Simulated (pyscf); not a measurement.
PySCF, gas phase, ωB97X-D3(BJ)/def2-SVP geometries. Correlated levels are frozen-core, on RHF or UHF. ΔMP2 is the change of the MP2 total energy from the triple- to the quadruple-zeta basis.

SMILES: F[Si](Cl)=N
```xyz
5

N      1.3552    -0.1652     0.2659
Si     0.0581     0.1197    -0.5759
F     -0.3492     1.6121    -0.9870
Cl    -1.3920    -1.0587    -1.3615
H      1.6626    -1.0881     0.5545
```

Question: What are the homolytic bond dissociation enthalpies (298 K) of `[NH]=[Si]([F])[Cl]` at CCSD(T)/def2-TZVPP + ΔMP2(QZVPP), weakest first?

Answer: Cl–Si to [HN=Si–F]• + Cl•: 416.1 kJ/mol; H–N to [N=Si(F)–Cl]• + H•: 475.3 kJ/mol; F–Si to [HN=Si–Cl]• + F•: 585.2 kJ/mol. Ring and multiple bonds, and those that leave no two simple radicals, are not listed. The radicals are drawn with the spin at the cut bond; how far it spreads was not checked. Other isomers of [N=Si(F)–Cl]•, [HN=Si–Cl]•, [HN=Si–F]• were not searched in full and may lie lower. The CCSD(T) − MP2 part came from Ansatz, without density fitting, on the same reference. An open-shell T1 diagnostic exceeds 0.045. Left out: the spin-orbit lowering of Cl, F.
